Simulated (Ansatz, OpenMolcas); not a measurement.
# Worked example: the enthalpy of formation of C3H5N (propanenitrile)

C3H5N has 9 atoms, charge 0, and is taken as a singlet. SMILES: `CCC#N`. The shape is that of a PBE0-D4/def2-TZVP optimisation.

Total energies at B3LYP/6-31G* (spherical functions) (OpenMolcas 26.06); the atoms run unrestricted:

```
species    state  energy (Eh)
  C3H5N  singlet  -172.064011
      C  triplet   -37.844694
      N  quartet   -54.582875
      H  doublet    -0.500273
```

Harmonic wavenumbers at PBE0-D4/def2-TZVP, in cm⁻¹: 213, 220, 400, 558, 787, 857, 1038, 1096, 1110, 1287, 1347, 1410, 1464, 1490, 1498, 2383, 3066, 3070, 3104, 3150, 3153.

Measured heats of formation of the gaseous atoms at 298.15 K, in kJ/mol: C 716.9, N 472.4, H 218.0. Take 1 Eh = 2625.50 kJ/mol, 1 cm⁻¹ = 0.0119627 kJ/mol, RT = 2.479 kJ/mol.

Task: Work out the heat of formation of the gas at 298 K.

Result: 
1. Electronic atomisation energy: 3 × (-37.844694) + (-54.582875) + 5 × (-0.500273) − (-172.064011) = 1.445689 Eh = 3795.7 kJ/mol.
2. Zero-point energy: half the sum of the wavenumbers, 16350.5 cm⁻¹ = 195.6 kJ/mol.
3. Thermal vibrational enthalpy, Σ hcν̃/(exp(hcν̃/kT) − 1): 4.8 kJ/mol. Translation, rotation and pV of a non-linear molecule: 4 RT = 9.9 kJ/mol.
4. The 9 free atoms carry 5/2 RT each: 55.8 kJ/mol.
5. Spin-orbit coupling lowers the free atoms by 3 × 0.02 = 0.1 kJ/mol.
6. Atomisation enthalpy at 298 K: 3795.7 − 0.1 − 195.6 − 4.8 − 9.9 + 55.8 = 3641.1 kJ/mol.
7. Sum of the atoms' heats of formation: 3713.1 kJ/mol. Heat of formation: 3713.1 − 3641.1 = +72.0 kJ/mol.

The tabulated value is +51.7 kJ/mol (CRC Handbook of Chemistry and Physics), so this level is off by +20.3 kJ/mol, or 0.6 % of the atomisation enthalpy. Anharmonicity and any spin-orbit splitting of the molecule are left out.
